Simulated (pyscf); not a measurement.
`[CH3][CH2][O][Ti]([OH])([OH])[OH]` → `[OH][Ti]([OH])([OH])[OH]` + `[CH2]=[CH2]`, gas phase, singlet surface. Structures and frequencies: ωB97X-D3(BJ)/def2-SVP in PySCF. ΔG in kcal/mol from ωB97M-D3(BJ)/def2-TZVP energies (ideal gas, 1 atm, RRHO with modes under 100 cm⁻¹ raised to 100, one conformer, R ln 2 for chiral ones without a mode under 150 cm⁻¹).

```csv
T (K),ΔG
298,+4.5
600,?
900,-17.3
1200,-27.8
```

Question: Fit a line to the three values, predict ΔG at 600 K, and estimate where the reaction turns favourable at 1 atm of each gas.

Answer: Least squares gives ΔG = +15.1 − 35.9 × T/1000 K, so ΔS is about +150 J/(mol K) and ΔH about +15.1 kcal/mol over this range (ΔH at 298 K: +15.2). At 600 K the line gives -6.4; the computed value is -6.5. ΔG = 0 falls near 420 K; 1 kcal/mol in the energy moves that by 28 K. This is thermodynamics alone and says nothing of the barrier.
